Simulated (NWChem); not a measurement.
# wB97X/def2-SVP run of BN2H5 (SMILES NBN)

Aim: the vertical ionisation energy of BN2H5 at wB97X/def2-SVP, from 2 runs. 

Program for the calculation: NWChem 7.3.0.

**1. The system as given**

BN2H5 has 8 atoms, charge 0, and is taken as a singlet. As SMILES, `NBN`. Geometry: relaxed at PBE0-D4/def2-TZVP.

Bond lengths: N1–B2 1.409 Å, B2–N3 1.409 Å, N1–H4 1.005 Å, N1–H5 1.002 Å, B2–H6 1.200 Å, N3–H7 1.003 Å, N3–H8 1.005 Å. Angles: N1–B2–N3 122.9°, N1–B2–H6 118.5°, N3–B2–H6 118.5°, B2–N1–H4 124.5°, B2–N1–H5 121.9°, B2–N3–H7 121.9°, B2–N3–H8 124.5°, H4–N1–H5 113.6°, H7–N3–H8 113.6°.

**2. A single-point energy at wB97X/def2-SVP**

mol.nw reads:

```
start mol
title "BH5N2 wB97X"
memory stack 880 mb heap 220 mb global 1100 mb
geometry noautosym nocenter noautoz
   N       -0.971000       0.516500      -0.581100
   B        0.194200       0.386600       0.200500
   N        0.848200      -0.845200       0.401400
   H       -1.426800      -0.244500      -1.053400
   H       -1.423900       1.400900      -0.713700
   H        0.649700       1.368600       0.718000
   H        1.676700      -0.919800       0.960900
   H        0.545000      -1.720300       0.011600
end
basis spherical bse
   N library def2-SVP
   B library def2-SVP
   H library def2-SVP
end
dft
   xc wb97x
   mult 1
   grid lebedev 50 8
   convergence energy 1e-08
   maxiter 100
   mulliken
   noprint "final vectors analysis"
end
task dft energy
```

Command:

```sh
nwchem mol.nw > mol.out
```

Output:

```text
[...]
          Wavefunction type:  closed shell.
          No. of atoms     :     8
          No. of electrons :    24
[...]
          Charge           :     0
          Spin multiplicity:     1
[...]
          AO basis - number of functions:    67
[...]
              XC Information
              --------------
                       wb97x  Method XC Functional
                     Hartree-Fock (Exact) Exchange  1.000
                         wb97x Exchange Functional  1.000
                      wb97x Correlation Functional  1.000
[...]
 d= 0,ls=0.0,diis     1   -137.2554789876 -2.06D+02  8.35D-03  4.08D-01     1.9
[...]
 d= 0,ls=0.0,diis     8   -137.3055116214 -1.38D-09  6.22D-07  4.19D-10    16.5
         Total DFT energy =     -137.305511621447
      One electron energy =     -321.333105246820
           Coulomb energy =      134.956452800578
    Exchange-Corr. energy =      -19.781458978224
 Nuclear repulsion energy =       68.852599803019
[...]
      Total Density - Mulliken Population Analysis
     ---------------------------------------------
    Atom       Charge   Shell Charges
 -----------   ------   -------------------------------------------------------
    1 N    7     7.15   1.99  0.95  0.34  2.50  1.36  0.01
    2 B    5     5.09   1.99  0.75  0.14  1.62  0.47  0.12
    3 N    7     7.15   1.99  0.95  0.34  2.50  1.36  0.01
    4 H    1     0.89   0.73  0.12  0.05
    5 H    1     0.88   0.72  0.11  0.05
    6 H    1     1.07   0.75  0.31  0.01
    7 H    1     0.88   0.72  0.11  0.05
    8 H    1     0.89   0.73  0.12  0.05
[...]
```

Run time: 17 s. Hardware: 1 thread of Intel Xeon Platinum 8488C (Sapphire Rapids), shared host; peak memory 0.1 GiB.

**3. The doublet cation**

a.nw reads:

```
start a
memory 2200 mb
charge 1

geometry units angstrom noautosym nocenter noautoz
  N    -0.971000    0.516500   -0.581100
  B     0.194200    0.386600    0.200500
  N     0.848200   -0.845200    0.401400
  H    -1.426800   -0.244500   -1.053400
  H    -1.423900    1.400900   -0.713700
  H     0.649700    1.368600    0.718000
  H     1.676700   -0.919800    0.960900
  H     0.545000   -1.720300    0.011600
end

basis spherical bse
  * library def2-SVP
end

dft
  xc wb97x
  mult 2
  grid lebedev 50 8
  convergence energy 1e-08
  iterations 100
  mulliken
  print low
end

task dft energy
```

Command:

```sh
nwchem a.nw > a.out
```

Output:

```text
[...]
 d= 0,ls=0.0,diis     1   -136.8586670325 -2.06D+02  6.03D-03  2.29D-01     2.0
[...]
 d= 0,ls=0.0,diis    10   -136.9647716815 -7.41D-09  4.40D-07  3.26D-10    15.7
[...]
         Total DFT energy =     -136.964771681511
      One electron energy =     -314.287518854860
           Coulomb energy =      127.901146506289
    Exchange-Corr. energy =      -19.430999135959
 Nuclear repulsion energy =       68.852599803019
[...]
      Total Density - Mulliken Population Analysis
     ---------------------------------------------
    Atom       Charge   Shell Charges
 -----------   ------   -------------------------------------------------------
    1 N    7     6.91   1.99  1.01  0.35  2.43  1.13  0.01
    2 B    5     5.08   1.99  0.78  0.13  1.67  0.40  0.11
    3 N    7     6.91   1.99  1.01  0.35  2.43  1.13  0.01
    4 H    1     0.80   0.70  0.06  0.05
    5 H    1     0.78   0.69  0.04  0.05
    6 H    1     0.94   0.74  0.19  0.01
    7 H    1     0.78   0.69  0.04  0.05
    8 H    1     0.80   0.70  0.06  0.05
[...]
      <S2> =      0.7845 (Exact =     0.7500)
[...]
```

Run time: 17 s. Hardware: 1 thread of Intel Xeon Platinum 8488C (Sapphire Rapids), shared host; peak memory 0.11 GiB.

**4. What came out**

Level: wB97X/def2-SVP.

```
                                          quantity          value
                       singlet BN2H5: total energy  -137.30551 Eh
                      singlet BN2H5: dipole moment         1.50 D
                      doublet cation: total energy  -136.96477 Eh
                              doublet cation: ⟨S²⟩          0.784
vertical ionisation energy (to the doublet cation)       9.272 eV
```

**Reading.** The vertical ionisation energy comes to 9.27 eV (214 kcal/mol). Mulliken charges (singlet BN2H5) run from -0.15 on N1 to +0.12 on H5. Mulliken charges (doublet cation) run from -0.08 on B2 to +0.22 on H5; they depend strongly on the basis.
